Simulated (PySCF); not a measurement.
Bonding in `CCCCC#N`

Species: C5H9N.
SMILES with atom numbers: `[CH3:1][CH2:2][CH2:3][CH2:4][C:5]#[N:6]` (hydrogens: H7, H8, H9 on C1; H10, H11 on C2; H12, H13 on C3; H14, H15 on C4)

Structure used (GFN2-xTB), in Å, numbered top down from 1:
```xyz
15
C5H9N angstrom
C     -2.0577   -0.4330   -0.2522
C     -0.6066   -0.5686    0.1915
C      0.1558    0.7435    0.0219
C      1.6299    0.6076    0.4259
C      2.3277   -0.2997   -0.4492
N      2.8711   -1.0148   -1.1565
H     -2.5845   -1.3753   -0.1251
H     -2.1108   -0.1502   -1.3012
H     -2.5677    0.3282    0.3350
H     -0.5749   -0.8740    1.2405
H     -0.1157   -1.3476   -0.3964
H     -0.3057    1.5180    0.6391
H      0.0969    1.0642   -1.0208
H      1.7089    0.2298    1.4496
H      2.1289    1.5799    0.3760
```

Bond orders from the PBE0/pcSseg-1 density (PySCF). Isolated species at its GFN2-xTB geometry (one conformer only).

Q: How far do the computed orders between heavy atoms stray from the drawn ones?

A: The largest departure is 0.068, at C1–C2 (drawn single, 1.068).

Q: Set the Mayer orders of the bonds beside their lengths.

A: 
```csv
bond,drawn as,length (Å),Mayer order
C1–C2,single,1.523,1.068
C2–C3,single,1.527,1.019
C3–C4,single,1.535,1.038
C4–C5,single,1.441,1.008
C5–N6,triple,1.143,3.051
C1–H7,single,1.087,0.967
C1–H8,single,1.088,0.966
C1–H9,single,1.088,0.967
C2–H10,single,1.093,0.950
C2–H11,single,1.092,0.941
C3–H12,single,1.093,0.950
C3–H13,single,1.092,0.947
C4–H14,single,1.094,0.923
C4–H15,single,1.094,0.926
```

Bonds between the same two heavy elements. C–C: lowest C4–C5 (1.008, 1.441 Å), highest C1–C2 (1.068, 1.523 Å); in 2 of the 6 pairs the longer bond (by over 0.003 Å) has the higher order (by 0.02 or more).

Q: Sum the orders of all bonds at each heavy atom with more than one neighbour and set the sums beside the valence in the SMILES.

A: C1 3.968 (drawn 4), C2 3.978 (drawn 4), C3 3.954 (drawn 4), C4 3.895 (drawn 4), C5 4.059 (drawn 4). Orders between atoms that aren't bonded are not in these sums.

Mayer orders depend on the basis set.

These values come from a run that also computed NMR shieldings. The run took 15 s on one thread of an Arm Neoverse V1, no GPU (shared host).
